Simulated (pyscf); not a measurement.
H₃C–NH₂ (SMILES CN) + H₂ (SMILES [H][H]) → H₃C–NH₂ (SMILES CN) + H₂ (SMILES [H][H]) (four-centre exchange; singlet surface; C–H, H–H broken, C–H, H–H formed). Structures and frequencies: ωB97X-D3(BJ)/def2-SVP in PySCF. Energies in kcal/mol from the separated reactants.

```csv
level,barrier,reaction energy
ωB97X-D3(BJ)/def2-TZVP,?,0.0
PBE/def2-TZVP,79.6,0.0
r²SCAN/def2-TZVP,84.8,0.0
B3LYP-D3(BJ)/def2-TZVP,?,0.0
PBE0-D3(BJ)/def2-TZVP,87.3,0.0
HF/def2-TZVP,115.2,0.0
```

Question: Fill in the missing entries.

Answer: 
- ωB97X-D3(BJ)/def2-TZVP, barrier: 95.6
- B3LYP-D3(BJ)/def2-TZVP, barrier: 87.0

The functionals in the table span 15.9 kcal/mol in this barrier, from PBE to ωB97X-D3(BJ)/def2-TZVP. Another saddle between the same species, by other bonds, lies lower (58.7 kcal/mol against 91.7 kcal/mol at ωB97M-D3(BJ)/def2-TZVP).
